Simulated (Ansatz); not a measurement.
# Worked example: correlation energy of AlH3, triplet

Geometry: a point of a stretch scan, not a stationary point.

```json
{"atom": "Al", "x (Å)": "0.0000", "y (Å)": "0.0798", "z (Å)": "-0.0932"}
{"atom": "H", "x (Å)": "0.0000", "y (Å)": "-1.5276", "z (Å)": "-0.8246"}
{"atom": "H", "x (Å)": "0.4207", "y (Å)": "-0.3044", "z (Å)": "1.6594"}
{"atom": "H", "x (Å)": "-0.4207", "y (Å)": "-0.3044", "z (Å)": "1.6594"}
```

Basis cc-pVDZ; Ansatz 0.2.0. Only valence electrons are correlated (noble-gas cores frozen), which leaves 6 electrons in 28 orbitals. R marks a restricted (for open shells ROHF) determinant, U an unrestricted one.

Full CI is exact within this basis and frozen core; it isn't the basis-set limit. The frozen core follows each run's orbitals, which can shift R against U totals by a few meV.

Runs differ by some tens of microhartree through their thresholds and, for an open shell, their frozen cores, so steps under 0.1 kcal/mol mean nothing.

| level | total energy (hartree) |
| --- | --- |
| UHF | -243.531924 |
| UMP2 | -243.601119 |
| UCCSD | -243.624195 |
| UCCSD(T) | -243.625937 |
| UCCSDT | -243.626594 |
| UCCSDT(Q) | -243.626631 |
| full CI | -243.626624 |

Problem. What is the correlation energy at full CI, and what share of it do UMP2 and UCCSD(T) recover?

Solution. E(corr) = -243.626624 − (-243.531924) = -0.094700 hartree = -2.577 eV. UMP2: -0.069195 / -0.094700 = 73.07 %. UCCSD(T): -0.094013 / -0.094700 = 99.27 %.

Problem. By how many kcal/mol does UCCSD(T) miss full CI (1 hartree = 627.509 kcal/mol), and which steps make up the rest?

Solution. -243.625937 − (-243.626624) = 0.000687 hartree = 0.43 kcal/mol. Steps: UCCSDT − UCCSD(T) = -0.41, UCCSDT(Q) − UCCSDT = -0.02, full CI − UCCSDT(Q) = 0.00 kcal/mol. That is within 1 kcal/mol of the reference in this basis, which itself misses far more of the correlation at the basis-set limit.
